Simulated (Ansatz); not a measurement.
Gas-phase electronic energies from Ansatz, PBE0-D4/def2-TZVP geometries. CCSD(T)/CBS adds triple-zeta CCSD(T) − MP2 to the extrapolated MP2 energy (def2 sets, frozen cores). This one scheme is used for every species. DFT in def2-TZVPP. B3LYP here is the variant with VWN-RPA as its local correlation; programs differ in this. One conformer a species, not always the lowest.

Consider the ligand exchange at a B–O bond: `OBS` + HCl → `SBCl` + H₂O.

`OBS`:

Z-matrix (Å, degrees):
```
B
S 1 1.813
O 1 1.351 2 121.4
H 1 1.193 2 120.6 3 -180.0
H 2 1.340 1 96.0 3 180.0
H 3 0.961 1 115.3 2 0.0
```

HCl:

```xyz
2

Cl    0.103    0.582    0.244
H    -0.103   -0.582   -0.244
```

`SBCl`:

```xyz
5

S     0.559    1.214   -0.118
B    -0.063   -0.418    0.217
Cl    0.519   -1.261    1.629
H    -0.155    1.411   -1.239
H    -0.859   -0.947   -0.490
```

H₂O:

Cartesian coordinates in Å:
```
O 0.044 0.356 -0.151
H 0.710 -0.329 -0.069
H -0.754 -0.027 0.220
```

```tsv
level	ΔE (kJ/mol)	difference from CCSD(T)/CBS
LDA (SPW92)	40.5	7.2
PBE-D4	33.1	-0.2
revPBE-D4	31.0	-2.3
BLYP-D4	38.0	4.7
ωB97X-V	38.6	5.3
B3LYP	41.4	8.1
RPA@PBE/def2-TZVPP	37.8	4.5
HF/def2-SVP	53.3	20.0
HF/def2-TZVPP	46.2	12.9
MP2/def2-TZVPP	32.8	-0.5
CCSD(T)/def2-TZVPP	37.6	4.3
HF/def2-QZVPP	46.5	13.2
MP2/def2-QZVPP	30.4	-2.9
SCS-MP2/def2-QZVPP	34.2	0.9
MP2/CBS(def2)	28.5	-4.8
CCSD/CBS(def2)	35.2	1.9
CCSD(T)/CBS	33.3	0
```

Largest T1 diagnostic among the species: 0.013.

In def2-TZVPP, CCSD(T) changes the Hartree–Fock value by −8.6 kJ/mol (the triples alone add −1.9 kJ/mol) and MP2 by −13.5 kJ/mol. At CCSD(T), def2-SVP lies +14.9 kJ/mol from the extrapolated value and def2-TZVPP +4.3 kJ/mol.
